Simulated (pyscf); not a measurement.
Thermochemistry of product channels of PH₃ + HO–GaH₂ on the singlet surface, in eV, from ωB97M-D3(BJ)/def2-TZVP energies (ideal gas, 1 atm, RRHO with modes under 100 cm⁻¹ raised to 100, one conformer, R ln 2 for rigid chiral ones). Structures and frequencies: ωB97X-D3(BJ)/def2-SVP in PySCF.

| products | ΔE | ΔH(298 K) | ΔG(900 K) | ΔG(1200 K) |
|---|---|---|---|---|
| HO–GaH–PH₂ + hydrogen (H₂) | -0.21 | -0.26 | -0.13 | -0.12 |
| H₂P–O–GaH₂ + hydrogen (H₂) | +0.32 | +0.21 | +0.37 | +0.39 |

These are energies of the channels, which say nothing of barriers. Elements up to Kr have no core potential and no relativistic terms here.
